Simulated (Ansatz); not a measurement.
**Anatase TiO2 (metastable phase)**

Computed with LDA (PAW; Ansatz, a quantum-chemistry and plane-wave program).

Settings: plane-wave cutoff 520 eV, 12×12×12 k mesh, Fermi–Dirac smearing 0.01 eV, no spin polarisation, scalar-relativistic PAW data made under PBE.

Cell (relaxed at this level):

```cif
data_O8Ti4
_chemical_formula_sum 'Ti4 O8'
_space_group_name_H-M_alt 'I41/amd :1'
_space_group_IT_number 141
_space_group_name_Hall 'I 4bw 2bw -1bw'
_cell_length_a 3.73964
_cell_length_b 3.73964
_cell_length_c 9.45453
_cell_angle_alpha 90.000
_cell_angle_beta 90.000
_cell_angle_gamma 90.000
loop_
_atom_site_label
_atom_site_type_symbol
_atom_site_symmetry_multiplicity
_atom_site_Wyckoff_symbol
_atom_site_fract_x
_atom_site_fract_y
_atom_site_fract_z
_atom_site_occupancy
Ti1 Ti 4 a 0.00000 0.00000 0.00000 1
O1 O 8 e 0.00000 0.00000 0.20801 1
```
(The calculation used a cell of 6 atoms; values per cell refer to that cell.)

```yaml
bulk_modulus: 191 GPa
band_gap: 2.08 eV (indirect)
smallest_direct_gap_on_the_k_points_sampled: 2.44 eV
"Γ–Γ gap": 2.60 eV
pressure derivative B′ of the bulk modulus: 1.9
```

Note: the bulk modulus comes from volumes at which shape and atoms were relaxed.

Static lattice: no zero-point or thermal effects.

Cost on a shared machine: about 9 core-minutes (a rough figure).
